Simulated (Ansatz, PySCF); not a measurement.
Atomisation energy: 6 cases among phosphorus and sulfur hydrides, oxides and halides, in kcal/mol, species as SMILES. Set-up: non-relativistic; LANL2DZ with its own core potentials from Na on; 6-31G* and kin with 6d, 5d where marked; spin-orbit terms left out; no dispersion term unless named; atomisation electronic, to ground-state atoms; valence correlation only; UHF or UKS for open shells. CBS marks a two-point X^-3 extrapolation of the correlation energy; Hartree-Fock from the larger set (for Q and 5 zeta extrapolated as (X+1)exp(-9√X)). [CCSD(T)-MP2]/basis is that difference in the basis named. First-principles rows: single points at B3LYP-D3(BJ) geometries (Ansatz, a program for electronic structure).

Coupled cluster (Ansatz) is a level with limits of its own, used here on species with T1 under 0.025 (0.045 for open shells) and stable references: (a) RI-MP2/CBS(aug-cc-pV(T+d)Z,aug-cc-pV(Q+d)Z)+[CCSD(T)-MP2]/aug-cc-pV(T+d)Z; (b) CCSD(T)/CBS(aug-cc-pV(T+d)Z,aug-cc-pV(Q+d)Z); (c) CCSD(T)/CBS(cc-pV(T+d)Z,cc-pV(Q+d)Z); (d) CCSD(T)/CBS(def2-TZVPPD,def2-QZVPPD); (e) CCSD(T)/CBS(cc-pV(Q+d)Z,cc-pV(5+d)Z).

```csv
species,atoms,coupled cluster,difference of M06-2X/6-31G* (5d) (PySCF),difference of PBE/LANL2DZ (Ansatz),difference of B3LYP/STO-3G (Ansatz),difference of MP2/6-31G* (Ansatz),difference of r2SCAN-D4/def2-TZVPD (Ansatz + dftd4),difference of B3LYP-D3(BJ)/def2-TZVPD (Ansatz + dftd3)
S (H2S),3,183.6 (e),-8.4,-23.3,32.8,-33.9,-1.5,-1.0
FSF [fluoro thiohypofluorite],3,175.5 (c),-9.2,-54.0,-20.7,-16.6,1.4,-1.5
FS(=O)F,4,308.4 (a),-26.7,-135.5,-146.2,-29.1,5.4,-6.3
P (PH3),4,242.2 (b),-4.5,-24.4,77.7,-47.7,-2.3,3.8
SS (H2S2),4,242.3 (d),-12.7,-49.5,41.4,-49.0,0.8,-1.2
PP (P2H4),6,370.3 (c),-6.4,-46.2,120.9,-77.5,-1.2,7.2
```

| level | cases | mean signed difference | mean absolute difference | median absolute difference | largest absolute difference |
|---|---|---|---|---|---|
| M06-2X/6-31G* (5d) (PySCF) | 6 | -11.32 | 11.32 | 8.80 | 26.7 |
| PBE/LANL2DZ (Ansatz) | 6 | -55.48 | 55.48 | 47.85 | 135.5 |
| B3LYP/STO-3G (Ansatz) | 6 | 17.65 | 73.28 | 59.55 | 146.2 |
| MP2/6-31G* (Ansatz) | 6 | -42.30 | 42.30 | 40.80 | 77.5 |
| r2SCAN-D4/def2-TZVPD (Ansatz + dftd4) | 6 | 0.43 | 2.10 | 1.45 | 5.4 |
| B3LYP-D3(BJ)/def2-TZVPD (Ansatz + dftd3) | 6 | 0.17 | 3.50 | 2.65 | 7.2 |

M06-2X/6-31G* (5d) lies above in 0 of 6 cases and within 2 kcal/mol in 0; mean signed difference -11.32 kcal/mol, mean absolute 11.32 kcal/mol (8.80 over the 2 cases of up to 3 atoms, 12.57 over the larger). These figures hold for the species listed.

How the rows were picked: cases drawn at random among the computed members of the class with clean coupled-cluster diagnostics. The batch they came from held 8 cases of this property in the class: 0 with a tabulated value, 6 with clean coupled cluster alone, 2 with neither, which enter no statistics. The levels are drawn from those run on every case listed, the commonest habits more often. No case is left out for the size of its miss. Left out are saddle points of the reference geometry, anions that the best level run finds unbound, excited spin states, species near biochemistry, 298 K rows of species without real B3LYP wavenumbers, cases with under five habitual levels, runs that failed or that the program found above a lower state of the same kind, table entries that another table contradicts, and a share of species set aside by lot.
